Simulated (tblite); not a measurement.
C4H12PS (charge +1).
Atom-mapped SMILES: `[CH3:1][S:2][CH2:3][PH+:4]([CH3:5])[CH3:6]` (hydrogens: H7, H8, H9 on C1; H10, H11 on C3; H12 on P4; H13, H14, H15 on C5; H16, H17, H18 on C6)

Computed with GFN2-xTB (tblite), gas phase: Langevin dynamics at 600 K from the optimised GFN2-xTB geometry, time step 0.5 fs, friction 0.01 fs⁻¹, 2000 steps. The instantaneous temperature is 2·E(kin)/(3Nk) with all 3N coordinates.

```json
{"t (fs)": "0", "T (K)": "509", "E(pot) above start (eV)": "0.000", "C1–S2 (Å)": "1.808", "S2–C3 (Å)": "1.848", "C3–P4 (Å)": "1.815", "P4–C5 (Å)": "1.799", "P4–C6 (Å)": "1.799", "C1–H7 (Å)": "1.086", "C1–S2–C3–P4 (°)": "158"}
{"t (fs)": "25", "T (K)": "458", "E(pot) above start (eV)": "0.420", "C1–S2 (Å)": "1.808", "S2–C3 (Å)": "1.899", "C3–P4 (Å)": "1.825", "P4–C5 (Å)": "1.841", "P4–C6 (Å)": "1.759", "C1–H7 (Å)": "1.076", "C1–S2–C3–P4 (°)": "162"}
{"t (fs)": "50", "T (K)": "309", "E(pot) above start (eV)": "0.694", "C1–S2 (Å)": "1.788", "S2–C3 (Å)": "1.832", "C3–P4 (Å)": "1.797", "P4–C5 (Å)": "1.805", "P4–C6 (Å)": "1.796", "C1–H7 (Å)": "1.153", "C1–S2–C3–P4 (°)": "162"}
{"t (fs)": "75", "T (K)": "327", "E(pot) above start (eV)": "0.932", "C1–S2 (Å)": "1.832", "S2–C3 (Å)": "1.840", "C3–P4 (Å)": "1.822", "P4–C5 (Å)": "1.803", "P4–C6 (Å)": "1.792", "C1–H7 (Å)": "1.157", "C1–S2–C3–P4 (°)": "170"}
{"t (fs)": "100", "T (K)": "471", "E(pot) above start (eV)": "0.718", "C1–S2 (Å)": "1.772", "S2–C3 (Å)": "1.874", "C3–P4 (Å)": "1.804", "P4–C5 (Å)": "1.825", "P4–C6 (Å)": "1.795", "C1–H7 (Å)": "1.023", "C1–S2–C3–P4 (°)": "178"}
{"t (fs)": "125", "T (K)": "550", "E(pot) above start (eV)": "1.082", "C1–S2 (Å)": "1.849", "S2–C3 (Å)": "1.864", "C3–P4 (Å)": "1.775", "P4–C5 (Å)": "1.901", "P4–C6 (Å)": "1.829", "C1–H7 (Å)": "1.064", "C1–S2–C3–P4 (°)": "177"}
{"t (fs)": "150", "T (K)": "507", "E(pot) above start (eV)": "1.420", "C1–S2 (Å)": "1.751", "S2–C3 (Å)": "1.857", "C3–P4 (Å)": "1.827", "P4–C5 (Å)": "1.707", "P4–C6 (Å)": "1.798", "C1–H7 (Å)": "1.220", "C1–S2–C3–P4 (°)": "176"}
{"t (fs)": "175", "T (K)": "520", "E(pot) above start (eV)": "1.248", "C1–S2 (Å)": "1.833", "S2–C3 (Å)": "1.818", "C3–P4 (Å)": "1.784", "P4–C5 (Å)": "1.876", "P4–C6 (Å)": "1.918", "C1–H7 (Å)": "1.161", "C1–S2–C3–P4 (°)": "-174"}
{"t (fs)": "200", "T (K)": "459", "E(pot) above start (eV)": "1.253", "C1–S2 (Å)": "1.782", "S2–C3 (Å)": "1.861", "C3–P4 (Å)": "1.850", "P4–C5 (Å)": "1.795", "P4–C6 (Å)": "1.725", "C1–H7 (Å)": "1.034", "C1–S2–C3–P4 (°)": "-162"}
{"t (fs)": "225", "T (K)": "401", "E(pot) above start (eV)": "1.384", "C1–S2 (Å)": "1.879", "S2–C3 (Å)": "1.800", "C3–P4 (Å)": "1.880", "P4–C5 (Å)": "1.783", "P4–C6 (Å)": "1.882", "C1–H7 (Å)": "1.044", "C1–S2–C3–P4 (°)": "-152"}
{"t (fs)": "250", "T (K)": "718", "E(pot) above start (eV)": "0.956", "C1–S2 (Å)": "1.810", "S2–C3 (Å)": "1.963", "C3–P4 (Å)": "1.800", "P4–C5 (Å)": "1.776", "P4–C6 (Å)": "1.791", "C1–H7 (Å)": "1.173", "C1–S2–C3–P4 (°)": "-143"}
{"t (fs)": "275", "T (K)": "374", "E(pot) above start (eV)": "1.410", "C1–S2 (Å)": "1.839", "S2–C3 (Å)": "1.836", "C3–P4 (Å)": "1.892", "P4–C5 (Å)": "1.824", "P4–C6 (Å)": "1.770", "C1–H7 (Å)": "1.172", "C1–S2–C3–P4 (°)": "-149"}
{"t (fs)": "300", "T (K)": "556", "E(pot) above start (eV)": "0.985", "C1–S2 (Å)": "1.851", "S2–C3 (Å)": "1.917", "C3–P4 (Å)": "1.786", "P4–C5 (Å)": "1.764", "P4–C6 (Å)": "1.802", "C1–H7 (Å)": "1.071", "C1–S2–C3–P4 (°)": "-147"}
{"t (fs)": "325", "T (K)": "543", "E(pot) above start (eV)": "1.141", "C1–S2 (Å)": "1.795", "S2–C3 (Å)": "1.824", "C3–P4 (Å)": "1.875", "P4–C5 (Å)": "1.772", "P4–C6 (Å)": "1.812", "C1–H7 (Å)": "1.017", "C1–S2–C3–P4 (°)": "-140"}
{"t (fs)": "350", "T (K)": "643", "E(pot) above start (eV)": "0.952", "C1–S2 (Å)": "1.916", "S2–C3 (Å)": "1.850", "C3–P4 (Å)": "1.766", "P4–C5 (Å)": "1.776", "P4–C6 (Å)": "1.766", "C1–H7 (Å)": "1.150", "C1–S2–C3–P4 (°)": "-128"}
{"t (fs)": "375", "T (K)": "548", "E(pot) above start (eV)": "0.851", "C1–S2 (Å)": "1.727", "S2–C3 (Å)": "1.840", "C3–P4 (Å)": "1.902", "P4–C5 (Å)": "1.822", "P4–C6 (Å)": "1.840", "C1–H7 (Å)": "1.188", "C1–S2–C3–P4 (°)": "-123"}
{"t (fs)": "400", "T (K)": "518", "E(pot) above start (eV)": "1.019", "C1–S2 (Å)": "2.019", "S2–C3 (Å)": "1.891", "C3–P4 (Å)": "1.803", "P4–C5 (Å)": "1.723", "P4–C6 (Å)": "1.718", "C1–H7 (Å)": "1.139", "C1–S2–C3–P4 (°)": "-124"}
{"t (fs)": "425", "T (K)": "453", "E(pot) above start (eV)": "1.364", "C1–S2 (Å)": "1.684", "S2–C3 (Å)": "1.786", "C3–P4 (Å)": "1.909", "P4–C5 (Å)": "1.917", "P4–C6 (Å)": "1.837", "C1–H7 (Å)": "1.014", "C1–S2–C3–P4 (°)": "-132"}
{"t (fs)": "450", "T (K)": "450", "E(pot) above start (eV)": "1.487", "C1–S2 (Å)": "1.990", "S2–C3 (Å)": "1.926", "C3–P4 (Å)": "1.740", "P4–C5 (Å)": "1.706", "P4–C6 (Å)": "1.754", "C1–H7 (Å)": "1.048", "C1–S2–C3–P4 (°)": "-142"}
{"t (fs)": "475", "T (K)": "502", "E(pot) above start (eV)": "1.565", "C1–S2 (Å)": "1.706", "S2–C3 (Å)": "1.818", "C3–P4 (Å)": "1.978", "P4–C5 (Å)": "1.857", "P4–C6 (Å)": "1.847", "C1–H7 (Å)": "1.147", "C1–S2–C3–P4 (°)": "-150"}
{"t (fs)": "500", "T (K)": "619", "E(pot) above start (eV)": "1.353", "C1–S2 (Å)": "1.941", "S2–C3 (Å)": "1.893", "C3–P4 (Å)": "1.722", "P4–C5 (Å)": "1.706", "P4–C6 (Å)": "1.733", "C1–H7 (Å)": "1.121", "C1–S2–C3–P4 (°)": "-158"}
{"t (fs)": "525", "T (K)": "450", "E(pot) above start (eV)": "1.807", "C1–S2 (Å)": "1.722", "S2–C3 (Å)": "1.807", "C3–P4 (Å)": "1.936", "P4–C5 (Å)": "1.921", "P4–C6 (Å)": "1.814", "C1–H7 (Å)": "1.021", "C1–S2–C3–P4 (°)": "-173"}
{"t (fs)": "550", "T (K)": "522", "E(pot) above start (eV)": "1.429", "C1–S2 (Å)": "1.897", "S2–C3 (Å)": "1.847", "C3–P4 (Å)": "1.746", "P4–C5 (Å)": "1.708", "P4–C6 (Å)": "1.762", "C1–H7 (Å)": "1.095", "C1–S2–C3–P4 (°)": "-178"}
{"t (fs)": "575", "T (K)": "628", "E(pot) above start (eV)": "1.373", "C1–S2 (Å)": "1.778", "S2–C3 (Å)": "1.907", "C3–P4 (Å)": "1.806", "P4–C5 (Å)": "1.914", "P4–C6 (Å)": "1.850", "C1–H7 (Å)": "1.142", "C1–S2–C3–P4 (°)": "165"}
{"t (fs)": "600", "T (K)": "656", "E(pot) above start (eV)": "1.727", "C1–S2 (Å)": "1.859", "S2–C3 (Å)": "1.824", "C3–P4 (Å)": "1.869", "P4–C5 (Å)": "1.803", "P4–C6 (Å)": "1.718", "C1–H7 (Å)": "1.085", "C1–S2–C3–P4 (°)": "165"}
{"t (fs)": "625", "T (K)": "761", "E(pot) above start (eV)": "1.514", "C1–S2 (Å)": "1.821", "S2–C3 (Å)": "1.858", "C3–P4 (Å)": "1.806", "P4–C5 (Å)": "1.852", "P4–C6 (Å)": "1.894", "C1–H7 (Å)": "1.065", "C1–S2–C3–P4 (°)": "163"}
{"t (fs)": "650", "T (K)": "580", "E(pot) above start (eV)": "1.720", "C1–S2 (Å)": "1.876", "S2–C3 (Å)": "1.960", "C3–P4 (Å)": "1.817", "P4–C5 (Å)": "1.844", "P4–C6 (Å)": "1.764", "C1–H7 (Å)": "1.109", "C1–S2–C3–P4 (°)": "157"}
{"t (fs)": "675", "T (K)": "563", "E(pot) above start (eV)": "1.495", "C1–S2 (Å)": "1.799", "S2–C3 (Å)": "1.868", "C3–P4 (Å)": "1.862", "P4–C5 (Å)": "1.878", "P4–C6 (Å)": "1.787", "C1–H7 (Å)": "1.134", "C1–S2–C3–P4 (°)": "157"}
{"t (fs)": "700", "T (K)": "600", "E(pot) above start (eV)": "1.729", "C1–S2 (Å)": "1.858", "S2–C3 (Å)": "1.803", "C3–P4 (Å)": "1.865", "P4–C5 (Å)": "1.799", "P4–C6 (Å)": "1.851", "C1–H7 (Å)": "1.047", "C1–S2–C3–P4 (°)": "154"}
{"t (fs)": "725", "T (K)": "579", "E(pot) above start (eV)": "1.402", "C1–S2 (Å)": "1.845", "S2–C3 (Å)": "1.944", "C3–P4 (Å)": "1.792", "P4–C5 (Å)": "1.937", "P4–C6 (Å)": "1.758", "C1–H7 (Å)": "1.093", "C1–S2–C3–P4 (°)": "169"}
{"t (fs)": "750", "T (K)": "385", "E(pot) above start (eV)": "1.429", "C1–S2 (Å)": "1.836", "S2–C3 (Å)": "1.788", "C3–P4 (Å)": "1.831", "P4–C5 (Å)": "1.710", "P4–C6 (Å)": "1.807", "C1–H7 (Å)": "1.113", "C1–S2–C3–P4 (°)": "176"}
{"t (fs)": "775", "T (K)": "542", "E(pot) above start (eV)": "1.147", "C1–S2 (Å)": "1.809", "S2–C3 (Å)": "1.888", "C3–P4 (Å)": "1.882", "P4–C5 (Å)": "1.840", "P4–C6 (Å)": "1.816", "C1–H7 (Å)": "1.121", "C1–S2–C3–P4 (°)": "-175"}
{"t (fs)": "800", "T (K)": "506", "E(pot) above start (eV)": "1.166", "C1–S2 (Å)": "1.841", "S2–C3 (Å)": "1.766", "C3–P4 (Å)": "1.765", "P4–C5 (Å)": "1.855", "P4–C6 (Å)": "1.765", "C1–H7 (Å)": "1.107", "C1–S2–C3–P4 (°)": "-178"}
{"t (fs)": "825", "T (K)": "493", "E(pot) above start (eV)": "1.132", "C1–S2 (Å)": "1.825", "S2–C3 (Å)": "1.952", "C3–P4 (Å)": "1.860", "P4–C5 (Å)": "1.771", "P4–C6 (Å)": "1.869", "C1–H7 (Å)": "1.059", "C1–S2–C3–P4 (°)": "-176"}
{"t (fs)": "850", "T (K)": "443", "E(pot) above start (eV)": "1.217", "C1–S2 (Å)": "1.815", "S2–C3 (Å)": "1.842", "C3–P4 (Å)": "1.775", "P4–C5 (Å)": "1.848", "P4–C6 (Å)": "1.758", "C1–H7 (Å)": "1.116", "C1–S2–C3–P4 (°)": "-170"}
{"t (fs)": "875", "T (K)": "537", "E(pot) above start (eV)": "1.313", "C1–S2 (Å)": "1.828", "S2–C3 (Å)": "1.856", "C3–P4 (Å)": "1.923", "P4–C5 (Å)": "1.801", "P4–C6 (Å)": "1.795", "C1–H7 (Å)": "1.172", "C1–S2–C3–P4 (°)": "-171"}
{"t (fs)": "900", "T (K)": "509", "E(pot) above start (eV)": "1.320", "C1–S2 (Å)": "1.829", "S2–C3 (Å)": "1.867", "C3–P4 (Å)": "1.800", "P4–C5 (Å)": "1.807", "P4–C6 (Å)": "1.810", "C1–H7 (Å)": "1.015", "C1–S2–C3–P4 (°)": "-175"}
{"t (fs)": "925", "T (K)": "526", "E(pot) above start (eV)": "1.264", "C1–S2 (Å)": "1.808", "S2–C3 (Å)": "1.891", "C3–P4 (Å)": "1.887", "P4–C5 (Å)": "1.788", "P4–C6 (Å)": "1.753", "C1–H7 (Å)": "1.059", "C1–S2–C3–P4 (°)": "-170"}
{"t (fs)": "950", "T (K)": "537", "E(pot) above start (eV)": "0.963", "C1–S2 (Å)": "1.788", "S2–C3 (Å)": "1.905", "C3–P4 (Å)": "1.786", "P4–C5 (Å)": "1.864", "P4–C6 (Å)": "1.825", "C1–H7 (Å)": "1.159", "C1–S2–C3–P4 (°)": "-156"}
{"t (fs)": "975", "T (K)": "458", "E(pot) above start (eV)": "1.414", "C1–S2 (Å)": "1.845", "S2–C3 (Å)": "1.802", "C3–P4 (Å)": "1.857", "P4–C5 (Å)": "1.793", "P4–C6 (Å)": "1.759", "C1–H7 (Å)": "1.100", "C1–S2–C3–P4 (°)": "-147"}
{"t (fs)": "1000", "T (K)": "566", "E(pot) above start (eV)": "0.908", "C1–S2 (Å)": "1.797", "S2–C3 (Å)": "1.825", "C3–P4 (Å)": "1.813", "P4–C5 (Å)": "1.829", "P4–C6 (Å)": "1.816", "C1–H7 (Å)": "1.051", "C1–S2–C3–P4 (°)": "-131"}
```

**Question.** From 500 fs on, how do temperature and potential energy compare with equipartition?

**Answer.** The mean temperature of these 21 frames is 546 K against the target 600 K, and the mean potential energy 1.37 eV against 48 × kT/2 = 1.24 eV for 48 classical harmonic modes. For 18 atoms in a canonical ensemble the temperature itself scatters by T·√(2/(3N)) = 115 K; here its standard deviation is 81 K. The whole run lasts only 10 friction times of 100 fs, so these averages carry a wide statistical error.

**Question.** What are the kinetic and total energies of the listed frame with the highest potential energy?

**Answer.** The one at 525 fs, 1.807 eV above the start. Its kinetic energy is 3NkT/2 = 1.046 eV at 450 K, so the sum is 2.85 eV; over the listed frames the sum runs from 1.18 to 3.28 eV, since the thermostat adds and removes energy.

**Question.** How much do the listed bonds fluctuate from 500 fs on?

**Answer.** 
```csv
bond,at the start (Å),mean (Å),standard deviation (Å)
C1–S2,1.808,1.829,0.044
S2–C3,1.848,1.862,0.053
C3–P4,1.815,1.829,0.055
P4–C5,1.799,1.822,0.064
P4–C6,1.799,1.796,0.045
C1–H7,1.086,1.095,0.041
```

The motion is classical and holds no zero-point motion.

What follows is the cost of the whole dynamics run. Hardware: an Intel Xeon Platinum 8259CL at 2.50 GHz with one thread, no GPU (shared host). Cost: 23 s, 0.18 GiB resident at most.
